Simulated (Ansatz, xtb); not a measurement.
**H2NOSi−: 4 structures ranked**

4 gas-phase structures of H2NOSi−, found in a search over its isomers (lower ones may exist). Each was relaxed with GFN2-xTB:

A. `[H]/N=[SiH]\[O-]`, a singlet
B. `N[Si-]=O`, a singlet
C. a singlet given by its coordinates
D. `[N-]=[SiH]O`, a singlet

C (Å):

```xyz
5

N    -1.4979   -0.8958    0.1319
O     0.8731    0.4780    0.9346
Si    0.1097   -0.5675    0.1177
H     1.0167   -1.3750   -0.8098
H    -1.8216   -1.6356   -0.4891
```

Close contacts (Å): N1–Si3 1.64, O2–Si3 1.53, N1–H5 1.02, Si3–H4 1.53.

Problem. Which do you expect lowest at r2SCAN-D4/def2-SVPD, and how would the others follow?

Solution. Calculated order at r2SCAN-D4/def2-SVPD: B (0.0), A (4.9), C (19.0), D (183.8) kJ/mol.

Energies above the lowest of each column, in kJ/mol; the last columns are at PBE0-D3(BJ)/def2-SVPD geometries and were run for some of them only (a dash: not run or not comparable):

```csv
structure,GFN2-xTB,HF/STO-3G,r2SCAN-D4/def2-SVPD,PBE0-D3(BJ)/def2-SVPD,CCSD(T)/def2-TZVPPD
B,178.5,0.0,0.0,0.0,0.0
A,0.0,110.7,4.9,21.9,12.2
C,0.3,124.3,19.0,33.5,23.6
D,179.3,208.9,183.8,–,–
```

CCSD(T)/def2-TZVPPD puts B lowest of those it was run on; GFN2-xTB picks A. Flexible structures stand in one conformer each, not always the lowest. Frequencies (PBE0-D3(BJ)/def2-SVPD) were run for A, B, C alone. Large T1 diagnostics make some coupled-cluster values less sure.

Over these structures GFN2-xTB departs from r2SCAN-D4/def2-SVPD by 70.5 kJ/mol on average once a common shift is removed. A GFN2-xTB relaxation took about 0.54 s and the r2SCAN-D4/def2-SVPD energy about 5.3 s on a shared host (Ansatz 0.2.0, xtb 6.7.1).
